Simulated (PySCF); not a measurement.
Bonds (- single, = double, # triple, : aromatic): C1-O2 1.397 Å, O2-C3 1.375 Å, C3-Cl4 1.784 Å, C3=C5 1.381 Å, C5-O6 1.247 Å. C1 carries H7, H8, H9; C5 carries H10. Formal charges: O6 -1. Stereochemistry as in CO/C(Cl)=C/[O-].

Total charge -1.

Geometry: PBE0-D3(BJ)/def2-SVP; GIAO shifts from PySCF 2.14.0 with density-fitted response routines, gas phase, non-relativistic, averaged over equivalent atoms.

At PBE0/pcSseg-1 (129 basis functions, 9.7 s wall time on 1 thread of an Arm Neoverse V1, shared host):
| atoms | δ (ppm) |
| --- | --- |
| C5 | 148.1 |
| C3 | 124.0 |
| C1 | 60.2 |
| O6 | 272.1 |
| O2 | 60.9 |
| Cl4 | 60.2 |
| H10 | 8.07 |
| H7/H8/H9 | 2.85 |

δ = σ(ref) − σ, references computed at the same level: TMS for $^{13}$C (184.41 ppm) and $^{1}$H (31.27 ppm); H2O for $^{17}$O (334.56 ppm); HCl for $^{35}$Cl (943.27 ppm).

Question: Estimate the result of repeating the calculation with wB97X-D/pcSseg-2.

Answer: 
```csv
atoms,δ at wB97X-D/pcSseg-2,change
C5,156.3,+8.2
C3,128.2,+4.2
C1,62.9,+2.7
O6,245.6,-26.5
O2,50.8,-10.1
Cl4,75.7,+15.5
H10,8.38,+0.31
H7/H8/H9,3.10,+0.25
```

Chemical shifts δ = σref − σ; $^{13}$C (σref 184.42), $^{1}$H (σref 31.36) against TMS; H2O for $^{17}$O (σref 326.83); HCl for $^{35}$Cl (σref 935.79), all at this level.

The largest change is at O6 (oxygen bonded to C). Cost: 279 basis functions, 40 s wall time on 1 thread of an Arm Neoverse V1, shared host. The order of the carbon signals is the same at both levels.

Carbons that carry Cl, above all several Cl atoms, come out too deshielded, partly because spin–orbit coupling is missing. Unscaled 17O shifts of doubly bonded oxygen tend to come out too high, by tens of ppm or more. Experimental scales use liquid or dissolved standards, which lie at an offset from isolated H2O (liquid H2O: subtract about 36 ppm).
